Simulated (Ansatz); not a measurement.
Ansatz (an electronic-structure program) input (CCSD(T)/aug-cc-pVDZ):

Ansatz 0.2 input:
```yaml
crystal:
  periodic: [false, false, false]
  atoms:
    - {symbol: C, position_ang: [-0.93142677, -0.09091136, 0.00145351]}
    - {symbol: O, position_ang: [-0.72481975, -1.27177619, -0.01909734]}
    - {symbol: O, position_ang: [0.00102861, 0.86771547, 0.01461126]}
    - {symbol: H, position_ang: [-1.92588670, 0.37448781, 0.01247871]}
    - {symbol: C, position_ang: [1.36673924, 0.41140192, 0.00254944]}
    - {symbol: H, position_ang: [1.97490570, 1.31077974, 0.01574845]}
    - {symbol: H, position_ang: [1.56756136, -0.20280897, 0.87923757]}
    - {symbol: H, position_ang: [1.56187403, -0.17291625, -0.89559380]}
basis:
  gaussian:
    orbitals: aug-cc-pVDZ
magnetization: {spin_polarized: false}
correlation: {method: ccsd_t, electrons: outside_noble_gas}
output: {forces: true}
```

End of the output:

```
mean field evaluation 16: about -6199.2871 eV, gradient 4.1e0 eV
mean field -6199.34838266 eV, -227.8218509936 hartree, gradient 1.5e-6 eV, S^2 0.000000; 0 other end points of the search recorded, 0 dependent functions left out
4 core orbitals not correlated
reference -6199.34838266 eV, -227.8218509936 hartree; 12, 12 occupied and 112, 112 virtual orbitals, 1250 factors
densities: 1.51 GiB planned
second order -18.31020620 eV of doubles, -0.00000000 eV of singles
coupled cluster: 0.83 GiB planned
cycle   1  -18.32245931 eV  change   -1.2e-2 eV  update   1.2e-1
cycle   2  -18.85054669 eV  change   -5.3e-1 eV  update   3.5e-2
cycle   3  -18.99429298 eV  change   -1.4e-1 eV  update   1.9e-2
cycle   4  -18.98287571 eV  change    1.1e-2 eV  update   4.5e-3
cycle   5  -18.98126166 eV  change    1.6e-3 eV  update   2.0e-3
cycle   6  -18.98213508 eV  change   -8.7e-4 eV  update   6.3e-4
cycle   7  -18.98186377 eV  change    2.7e-4 eV  update   2.6e-4
cycle   8  -18.98169601 eV  change    1.7e-4 eV  update   9.8e-5
cycle   9  -18.98172957 eV  change   -3.4e-5 eV  update   3.9e-5
cycle  10  -18.98173945 eV  change   -9.9e-6 eV  update   1.6e-5
cycle  11  -18.98173020 eV  change    9.3e-6 eV  update   5.9e-6
perturbative correction -0.67630381 eV, -0.0248537067 hartree
the calculation of the forces begins
Total energy: -6219.00641668 eV, -228.5442704189 hartree
Atom 0 at    -0.931427    -0.090911     0.001454 Å, force    -0.414792     0.838626     0.015454 eV/Å
Atom 1 at    -0.724820    -1.271776    -0.019097 Å, force     0.279803    -1.633787    -0.028414 eV/Å
Atom 2 at     0.001029     0.867715     0.014611 Å, force     0.121067     0.905105     0.014856 eV/Å
Atom 3 at    -1.925887     0.374488     0.012479 Å, force    -0.319460     0.139488     0.003373 eV/Å
Atom 4 at     1.366739     0.411402     0.002549 Å, force    -0.076141    -0.124098    -0.001846 eV/Å
Atom 5 at     1.974906     1.310780     0.015748 Å, force     0.250881     0.403102     0.005985 eV/Å
Atom 6 at     1.567561    -0.202809     0.879238 Å, force     0.080610    -0.270996     0.397685 eV/Å
Atom 7 at     1.561874    -0.172916    -0.895594 Å, force     0.078032    -0.257441    -0.407093 eV/Å
Dipole moment:     0.193847     0.334854     0.005019 e Å
```
